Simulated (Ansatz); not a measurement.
**Worked example: correlation energy of [H···H···CH2], triplet**

All five atoms lie in one plane.

Geometry: a point of a hydrogen-transfer path between rigid fragments, not a stationary point.

```yaml
atoms:
  - { symbol: H, position_ang: [-1.9753, 0.0000, 0.0000] }
  - { symbol: H, position_ang: [-0.9793, 0.0000, 0.0000] }
  - { symbol: C, position_ang: [0.1527, 0.0000, 0.0000] }
  - { symbol: H, position_ang: [0.5672, 0.0000, 0.9962] }
  - { symbol: H, position_ang: [0.5672, 0.0000, -0.9962] }
```

Basis 6-31G; Ansatz 0.2.0. Only valence electrons are correlated (noble-gas cores frozen), which leaves 8 electrons in 16 orbitals. R marks a restricted (for open shells ROHF) determinant, U an unrestricted one.

Full CI is exact within this basis and frozen core; it isn't the basis-set limit. The frozen core follows each run's orbitals, which can shift R against U totals by a few meV.

Runs differ by some tens of microhartree through their thresholds and, for an open shell, their frozen cores, so steps under 0.1 kcal/mol mean nothing.

| level | total energy (hartree) |
| --- | --- |
| UHF | -40.009138 |
| UMP2 | -40.086969 |
| UCCSD | -40.107047 |
| UCCSD(T) | -40.108234 |
| UCCSDT | -40.108506 |
| UCCSDT(Q) | -40.108599 |
| UCCSDTQ | -40.108606 |
| full CI | -40.108592 |

What is the correlation energy at full CI, and what share of it do UMP2 and UCCSDT recover?

E(corr) = -40.108592 − (-40.009138) = -0.099454 hartree = -2.706 eV. UMP2: -0.077831 / -0.099454 = 78.26 %. UCCSDT: -0.099368 / -0.099454 = 99.91 %.

By how many kcal/mol does UCCSD(T) miss full CI (1 hartree = 627.509 kcal/mol), and which steps make up the rest?

-40.108234 − (-40.108592) = 0.000358 hartree = 0.22 kcal/mol. Steps: UCCSDT − UCCSD(T) = -0.17, UCCSDT(Q) − UCCSDT = -0.06, UCCSDTQ − UCCSDT(Q) = 0.00, full CI − UCCSDTQ = 0.01 kcal/mol. That is within 1 kcal/mol of the reference in this basis, which itself misses far more of the correlation at the basis-set limit.
